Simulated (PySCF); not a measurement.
Basis set benchmark on one molecule

Molecule: SMILES ClC(C(C)C)=O, C4H7ClO.

Molfile (atoms numbered from 1):
```
C4H7ClO
     RDKit          3D

 13 12  0  0  0  0  0  0  0  0999 V2000
    0.9109   -0.9185   -0.4972 C   0  0  0  0  0  0  0  0  0  0  0  0
    0.0145   -0.0373    0.3755 C   0  0  0  0  0  0  0  0  0  0  0  0
   -1.4507   -0.1150   -0.0263 C   0  0  0  0  0  0  0  0  0  0  0  0
    0.4910    1.3962    0.3339 C   0  0  0  0  0  0  0  0  0  0  0  0
   -0.0664    2.3264   -0.1367 O   0  0  0  0  0  0  0  0  0  0  0  0
    2.1017    1.6051    1.1090 Cl  0  0  0  0  0  0  0  0  0  0  0  0
    0.5793   -1.9646   -0.4292 H   0  0  0  0  0  0  0  0  0  0  0  0
    1.9604   -0.8651   -0.1780 H   0  0  0  0  0  0  0  0  0  0  0  0
    0.8510   -0.6109   -1.5527 H   0  0  0  0  0  0  0  0  0  0  0  0
    0.1383   -0.3582    1.4244 H   0  0  0  0  0  0  0  0  0  0  0  0
   -2.0819    0.5042    0.6265 H   0  0  0  0  0  0  0  0  0  0  0  0
   -1.8031   -1.1547    0.0362 H   0  0  0  0  0  0  0  0  0  0  0  0
   -1.5920    0.2376   -1.0585 H   0  0  0  0  0  0  0  0  0  0  0  0
  1  2  1  0
  2  3  1  0
  2  4  1  0
  4  5  2  0
  4  6  1  0
  1  7  1  0
  1  8  1  0
  1  9  1  0
  2 10  1  0
  3 11  1  0
  3 12  1  0
  3 13  1  0
M  END
```

Geometry PBE0-D3(BJ)/def2-SVP throughout; GIAO in PySCF 2.14, gas phase, one conformer, non-relativistic; equivalent atoms averaged; functional PBE0.

Reference values (measured; solution, not stated per compound (mostly CDCl3 or CCl4); Pretsch, Buehlmann, Badertscher, Structure Determination of Organic Compounds, 4th ed. (2009)): δ(C2) = 46.5 ppm, δ(C1/C3) = 19.0 ppm, δ(H10) = 2.97 ppm, δ(H7/H8/H9/H11/H12/H13) = 1.31 ppm. Computed shifts are taken against TMS, calculated as an isolated molecule at each level.

How do the basis sets pcSseg-0, cc-pVDZ, aug-cc-pVDZ, cc-pVTZ, IGLO-III, pcSseg-2 perform against the reference? Times are CPU seconds on 1 thread of an Arm Neoverse V1, shared host.

## Answers


```
  basis set  functions    C2  C1/C3   H10  H7/H8/H9/H11/H12/H13  mean abs. error C  mean abs. error H  core-s
   pcSseg-0         72  48.6   22.1  2.62                  1.42                2.6               0.23     5.4
    cc-pVDZ        123  48.9   20.3  2.44                  1.13                1.8               0.36      11
aug-cc-pVDZ        205  49.1   19.3  2.90                  1.33                1.5               0.05      21
    cc-pVTZ        282  49.3   20.1  2.82                  1.24                1.9               0.11      34
   IGLO-III        289  51.1   20.6  2.91                  1.26                3.1               0.06      33
   pcSseg-2        321  51.4   21.0  2.82                  1.25                3.4               0.11      45
```

For 13C the closest is aug-cc-pVDZ (1.5 ppm) and the furthest pcSseg-2 (3.4 ppm).

For 1H the closest is aug-cc-pVDZ (0.05 ppm, with IGLO-III practically level) and the furthest cc-pVDZ (0.36 ppm). Where a smaller basis beats a larger one, errors probably cancel; the largest sets show where the functional converges. One molecule is a small sample, and vibrational and solvent effects are absent from the calculation.

A small basis that lands close on one nucleus may do so by chance; judge by the trend and by all nuclei.
